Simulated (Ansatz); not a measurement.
A search over several starts for the lowest SCF solution of the cluster Mg2Si at the given spin, in a small basis.

```yaml
crystal:
  periodic: [false, false, false]
  atoms:
    - {symbol: Mg, position_ang: [-1.850933, -0.022383, 0.158333]}
    - {symbol: Mg, position_ang: [1.393478, -0.633866, -1.052283]}
    - {symbol: Si, position_ang: [0.457444, 0.656239, 0.893950]}
basis:
  gaussian: {orbitals: def2-SVP}
magnetization: {spin_polarized: true, initial_magnetization: 0}
hamiltonian: {xc: pbe0, dispersion: d4}
output: {orbitals: {seedname: orbitals}}
```

```sh
$ ansatz run in.yaml --threads 4 --pin off --events-out ev --progress --plain --max-ram 3916MiB
```

Shortened log:

```
Functional definition: PBE0
454 factors; integrals over basis functions are off by at most 3.6e-4 eV
mean field evaluation 1: about -18743.4093 eV, gradient 2.0e1 eV
mean field evaluation 2: about -18714.4448 eV, gradient 4.0e1 eV
mean field evaluation 4: about -18748.3522 eV, gradient 1.9e0 eV
mean field evaluation 8: about -18748.4995 eV, gradient 3.1e-1 eV
mean field evaluation 16: about -18748.5008 eV, gradient 3.7e-5 eV
mean field evaluation 32: about -18748.6406 eV, gradient 4.9e-1 eV
mean field evaluation 64: about -18748.6507 eV, gradient 5.7e-3 eV
mean field evaluation 96: about -18748.6714 eV, gradient 1.7e-6 eV
mean field evaluation 128: about -18748.6676 eV, gradient 9.3e-2 eV
mean field -18748.67143552 eV, -689.0009669493 hartree, gradient 3.2e-6 eV, S^2 1.094492; 13 other end points of the search recorded, 0 dependent functions left out
reference -18748.67146458 eV, -689.0009680174 hartree; 19, 19 occupied and 35, 35 virtual orbitals, 454 factors
Total energy: -18748.77909635 eV, -689.0049234121 hartree
```

Hardware: 4 threads of Arm Neoverse V1 on a shared host. Wall time 14 s.

Other converged states that the search met: 0.17 eV higher (⟨S²⟩ = 0.00).

The unrestricted singlet has broken spin symmetry (⟨S²⟩ up to 1.09). At PBE0-D4/def2-TZVP a triplet of charge 0 lies 0.09 eV below the unrestricted singlet, which stands at the restricted singlet's geometry. Another isomer (singlet) lies 0.06 eV lower at PBE0-D4/def2-TZVP.
